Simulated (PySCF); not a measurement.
Fill in the blanks.

ClH3Si.
Cartesian coordinates in Å at the GFN2-xTB level; atoms count from 1:
```
atom  x, y, z in Å
Si1   -0.127    0.005   -0.011
Cl2    1.879   -0.069    0.105
H3    -0.562   -0.966   -1.009
H4    -0.511    1.357   -0.403
H5    -0.670   -0.325    1.301
```

| property | level | value |
| --- | --- | --- |
| point group of the GFN2-xTB geometry | GFN2-xTB | C3v |
| rotational constants A, B, C of the GFN2-xTB geometry | GFN2-xTB | 87.048, 6.939, 6.939 GHz |
| dipole moment | wB97X-D/def2-SVPD | ? |
| HOMO energy | wB97X-D/def2-SVPD | ? |
| LUMO energy | wB97X-D/def2-SVPD | 1.63 eV |
| lowest singlet excitation | TDDFT wB97X-D/def2-SVPD | 7.75 eV (160 nm, f = 0.020 summed over 2 states within 0.01 eV) |
| lowest triplet excitation (Tamm–Dancoff) | TDA wB97X-D/def2-SVPD | 7.42 eV |
| static isotropic polarisability | wB97X-D/def2-SVPD | ? |
| electronic spatial extent ⟨r²⟩ about the centre of nuclear charge | wB97X-D/def2-SVPD | ? |

Gas-phase values; electronic properties from PySCF, density fitting. Isolated species at its GFN2-xTB geometry, gas phase.

Problem. Give the electronic spatial extent ⟨r²⟩ about the centre of nuclear charge.

Solution. 217 bohr².

Problem. The static isotropic polarisability?

Solution. 40.6 au.

Problem. The dipole moment?

Solution. 1.29 D.

Problem. What is the HOMO energy?

Solution. -10.97 eV.

The rotational constants are those of a prolate symmetric top. The polarisability is 6.01 Å³ as a volume (1 au = 0.148185 Å³), or 1.19 au for each of the 34 electrons. No computed singlet falls in the visible range (750 to 380 nm, 1.65 to 3.26 eV); S1 lies 4.49 eV above its blue end.

For the TDDFT job (wB97X-D/def2-SVPD), time: 4.5 s. Hardware: one thread of an Arm Neoverse N1, shared host.
